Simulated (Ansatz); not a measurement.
Consider a rigid torsion scan of C₂H₇NOS, SMILES CC(N)(O)S (Ansatz 0.2.0, Python API).

`c2h7nos_torsion.py`:
```python
import warnings

import ansatz as az
from ase import Atoms

BASIS_SET = "def2-SVP"
XC = "b3lyp"
VDW = "d3bj"
FORCE_TOL = 0.02

warnings.simplefilter("ignore", az.DeckWarning)

atoms = Atoms(["C", "C", "N", "O", "S", "H", "H", "H", "H", "H", "H", "H"], positions=[
    (-1.1033, -0.0018, -0.5736),
    (0.1257, -0.0402, 0.2335),
    (1.1931, -0.4981, -0.5814),
    (0.0336, -0.9561, 1.2669),
    (0.5418, 1.5617, 0.9116),
    (-1.0672, 0.7552, -1.4289),
    (-1.3905, -0.9401, -0.9847),
    (-1.9637, 0.3646, 0.0302),
    (2.0259, -0.5522, 0.1052),
    (1.0158, -1.4643, -0.7881),
    (-0.2284, -0.4129, 2.0714),
    (0.8939, 2.129, -0.2282),
])

first = (
    az.Crystal.molecule_from_ase(atoms).calculation()
    .basis(gaussian=BASIS_SET)
    .functional(XC, dispersion=VDW)
    .relax(force_tolerance=FORCE_TOL, max_steps=80)
)
atoms.positions = first.run(threads=1, pin="off").report["positions_ang"]

start = atoms.get_dihedral(2, 1, 0, 5)
energies = {}
for turn in range(0, 121, 15):
    turned = atoms.copy()
    turned.set_dihedral(2, 1, 0, 5, start + turn, indices=[0, 5, 6, 7])
    model = (
        az.Crystal.molecule_from_ase(turned).calculation()
        .basis(gaussian=BASIS_SET)
        .functional(XC, dispersion=VDW)
    )
    energies[round((start + turn) % 360)] = model.run(threads=1, pin="off").report["free_energy_ev"]
floor = min(energies.values())
print("dihedral N2-C1-C0-H5 (deg)   E - E(min) (eV)")
for angle, e in sorted(energies.items()):
    print(f"{angle:8d} {(e - floor):14.3f}  " + "#" * int(30 * (e - floor) / max(max(energies.values()) - floor, 1e-9)))
```

Where along the turn do the lowest and the highest point lie, and how far apart are they?

The lowest point is at 302° and the highest at 2°, 0.201 eV (19.4 kJ/mol) above it, with the rest of the molecule held.

What the script printed:

```console
$ python c2h7nos_torsion.py
dihedral N2-C1-C0-H5 (deg)   E - E(min) (eV)
       2          0.201  ##############################
      17          0.174  #########################
      32          0.102  ###############
      47          0.032  ####
      62          0.004
     302          0.000
     317          0.029  ####
     332          0.098  ##############
     347          0.169  #########################
```

Caveats:
- The scan is rigid and the energies are electronic, in a modest basis. With rigid groups the curve can differ much from the relaxed path, the start wasn't checked as a minimum of this torsion, and equivalent turns needn't return to the same energy.
- b3lyp holds the VWN-RPA fit, as in Gaussian; the form of ORCA and Turbomole is b3lyp5.
- The whole script took 65 s on 1 thread of Arm Neoverse V2, on a shared host, peak memory 0.32 GiB.
